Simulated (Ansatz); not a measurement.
## How far a parabola holds: energy against volume of rock-salt ZrC

We consider rock-salt ZrC, described by PBEsol in Ansatz (PAW). Numerical settings: plane-wave cutoff 520 eV, 20×20×20 k mesh, Fermi–Dirac smearing 0.05 eV, scalar-relativistic PAW data made under PBE. The cell has no free parameter but its volume, all volumes share cutoff and mesh, and the runs aren't spin-polarised. Energies are free energies at the run's smearing, counted from the lowest row; static lattice.

| V (Å³/atom) | E (meV/atom) |
|---|---|
| 12.213 | 16.14 |
| 12.468 | 3.92 |
| 12.722 | 0.00 |
| 12.977 | 3.59 |
| 13.231 | 13.97 |
| 13.485 | ? |

Taking a parabola for E over the 5 complete rows: With u = V - 12.7, the rows have u = -0.4870, -0.2320, 0.0220, 0.2770, 0.5310. Least squares gives E = 0.063 - 4.404·u + 58.129·u². Residuals (row less fit): 0.146, -0.293, 0.006, 0.287, -0.145; standard error 0.324 (degrees of freedom: 2). The fitted curve has its minimum at V = 12.7, where E = -0.02. Its curvature is d²E/dV² = 2 × 58.129 meV/Å⁶, so B = V0·d²E/dV² × 0.1602 = 237 GPa.

### Question
Estimate the missing E (V = 13.485); what did the run itself give?

### Answer
u = 0.7850, so E = 0.063 - 4.404 × 0.7850 + 58.129 × 0.7850² = 32.426 meV/atom. The calculation gives 30.49 meV/atom, 1.936 meV/atom below the prediction (6.3 % of the range of E in the table). The row lies outside the fitted rows, so this is an extrapolation. From the scatter of the fitted rows alone, a prediction at this place has a standard error of 0.767 meV/atom, so the miss is 2.5 times that.

The residuals are curvature that a parabola lacks, not noise. A solid that stiffens under compression and softens on expansion lies above the parabola at the compressed end and under it at the expanded end, as this row does. A third-order Birch-Murnaghan fit to the whole scan has B0 = 236 GPa. Only scans are tabulated whose curvature falls smoothly with volume, and where the parabola meets the shown rows within 5 % of their range and misses the end by 0.1 meV or more.

Measured, for comparison: bulk modulus 223 GPa (temperature not stated, not corrected to a static lattice, from single-crystal elastic constants, sources range from 208 to 223; as tabulated in arXiv:1102.4063). Computed less measured: bulk modulus +6 % (+6 % to +13 % over the range). A static lattice is as a rule a little smaller and stiffer than an uncorrected measurement, which can account for part of this in the bulk modulus.

Ansatz is a first-principles code.
